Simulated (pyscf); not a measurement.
Single points on ωB97X-D3(BJ)/def2-SVP structures (PySCF, gas phase).

SMILES: N[Si](O)(O)F
```xyz
9

N      1.0339     0.4395     1.2927
Si    -0.1044     0.5523     0.0312
O     -0.6186     2.0895    -0.2512
O      0.4437    -0.0063    -1.4229
F     -1.3448    -0.3736     0.5221
H      1.8347     1.0595     1.3333
H      0.7174     0.1717     2.2180
H     -0.9789     2.2560    -1.1287
H      0.8441    -0.8816    -1.4173
```

Task: How much does it cost (ΔH, 298 K, ωB97M-D3(BJ)/def2-TZVP) to split H₂N–Si(OH)(OH)–F (SMILES N[Si](O)(O)F) at its N–Si bond into NH₂• + HO–Si•(OH)–F?

Result: N–Si to NH₂• + HO–Si•(OH)–F: 118.9 kcal/mol. The 7 functionals that were run give +110.3 (r²SCAN) to +119.0 kcal/mol (M06-2X). Other isomers of HO–Si•(OH)–F were not searched in full and may lie lower.
